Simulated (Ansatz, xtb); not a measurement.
## Two structures of CH5B2

We compare X, a doublet given by its coordinates, with Y, `B[CH]B`, a doublet. Both are isolated molecules in the gas phase, relaxed with B3LYP-D3(BJ)/6-311G**; the shapes shown needn't be the lowest conformers.

X (Å):

| atom | x (Å) | y (Å) | z (Å) |
| --- | --- | --- | --- |
| C | -0.8879 | 1.5959 | 1.1140 |
| B | -1.0588 | 0.9657 | -0.2826 |
| B | -2.3504 | 1.5362 | 0.6301 |
| H | -2.2562 | 1.3790 | -0.6870 |
| H | -3.4939 | 1.6773 | 0.8820 |
| H | -0.5689 | 0.3854 | -1.1849 |
| H | -0.5775 | 0.9645 | 1.9480 |
| H | -0.4014 | 2.5793 | 1.1877 |

Close contacts (Å): C1–B2 1.54, C1–B3 1.54, B2–B3 1.68, C1–H7 1.09, C1–H8 1.10, B2–H4 1.33, B2–H6 1.18, B3–H4 1.33, B3–H5 1.18.

Y (Å):

```xyz
8

C    -1.1392    0.4386   -1.0578
B    -1.1990    1.5667   -0.0438
B    -0.7515   -0.9781   -0.6748
H     0.0787   -1.5773   -1.2905
H    -0.6580    2.6114   -0.2519
H    -1.2559   -1.5012    0.2735
H    -1.7673    1.4082    0.9951
H    -1.2402    0.6841   -2.1193
```

Energies in hartree; the thermal terms are from B3LYP-D3(BJ)/6-311G** harmonic frequencies (ideal gas, rigid rotor, one conformer each, 298.15 K, 1 atm) and include the zero-point energy:

```
                             X          Y
E, CCSD(T)/def2-SVP  −90.347495  −90.344876
    E, MP2/def2-SVP  −90.296577  −90.287759
  E, MP2/def2-TZVPP  −90.460964  −90.450540
  zero-point energy    0.056963    0.054797
       H(298 K) − E    0.062154    0.060492
       G(298 K) − E    0.031697    0.028763
```

Task: Correct the CCSD(T) difference for the basis set by the MP2 change, then work out ΔE, ΔE₀, ΔH and ΔG for X → Y in kJ/mol (1 Eh = 2625.50 kJ/mol) and the equilibrium ratio [Y]/[X].

Result: 1. Differences Y − X: CCSD(T) +0.002619, MP2 in the small set +0.008818, MP2 in the large set +0.010424 Eh.
2. ΔE = +0.002619 + (+0.010424 − (+0.008818)) = +0.004225 Eh = +11.09 kJ/mol.
3. ΔE₀ = ΔE + ΔZPE = +0.004225 + (−0.002166) Eh = +5.41 kJ/mol.
4. ΔH = ΔE + (−0.001662) Eh = +6.73 kJ/mol.
5. ΔG = ΔE + (−0.002934) Eh = +3.39 kJ/mol, so ΔS = (ΔH − ΔG)/T = +11.2 J/(mol K).
6. kT = 0.9442 mEh, so K = [Y]/[X] = exp(−ΔG/kT) = exp(−1.37) ≈ 0.25.

The two are too close for this level to say which is favoured. An error of 4 kJ/mol in ΔG would change K by a factor of 5. B3LYP-D3(BJ)/6-311G**, HF/def2-SVP gave ΔE the other sign. Mirror images and further conformers aren't counted.

Other levels gave ΔE = −4.5 (B3LYP-D3(BJ)/6-311G**); −71.6 (HF/def2-SVP); +23.2 (MP2/def2-SVP); +6.9 (CCSD(T)/def2-SVP) kJ/mol. Open shells are spin-unrestricted. The correlated steps freeze 3 core orbitals. Programs: Ansatz 0.2.0.
